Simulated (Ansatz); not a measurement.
## Isomers and spin states of SiH$_{2}$

Ansatz 0.2.0, basis cc-pVTZ; geometries are PBE0/def2-TZVP minima. Wave-function levels freeze the cores; HF, MP2 and coupled cluster are restricted for singlets and unrestricted otherwise, Kohn–Sham unrestricted where that lies lower. NEVPT2 stands on CASSCF in the full valence space. The reference is CCSDT(Q) (coupled cluster only where its series has nearly closed). Semilocal and hybrid functionals correlate all electrons outside any core potential and usually lie nearer their basis limit than the reference, so part of their error here is the reference's basis and frozen-core error; RPA and the MP2 part of double hybrids freeze the same cores as the reference. None of these values is a measured one. Energies are electronic, without zero-point terms. No spin–orbit coupling and no scalar relativity. The species are chosen: bound, without strong static correlation by their natural occupations or amplitudes, and with a ladder that closes on the reference, so errors are smaller than for species at large; levels whose determinant breaks symmetry or spin markedly are left out.

A. singlet; Si–H 1.526, angle at Si 91°. Coordinates (Å): Si 0.000 -0.071 0.000; H 0.000 0.996 -1.090; H 0.000 0.996 1.090
B. triplet; Si–H 1.486, angle at Si 119°. Coordinates (Å): Si 0.000 -0.051 0.000; H 0.000 0.707 -1.278; H 0.000 0.707 1.278

Problem. From bonding and spin, estimate the order of these in energy at CCSDT(Q), each at its own geometry.

Solution. At CCSDT(Q), above the lowest of those listed: A (0.0 kJ/mol), B (83.8 kJ/mol).

| level | B less A (kJ/mol) |
| --- | --- |
| CCSDT(Q) | 83.8 |
| HF | 17.1 |
| CCSD | 82.2 |
| CCSD(T) | 83.7 |
| CCSDT | 83.6 |
| NEVPT2 | 78.9 |
| PBE | 67.8 |
| PBE0 | 62.6 |
| B3LYP | 86.0 |
| wB97M-V | 101.6 |

Every level shown puts the same form lowest.

The geometries are PBE0's, not this basis's own minima.
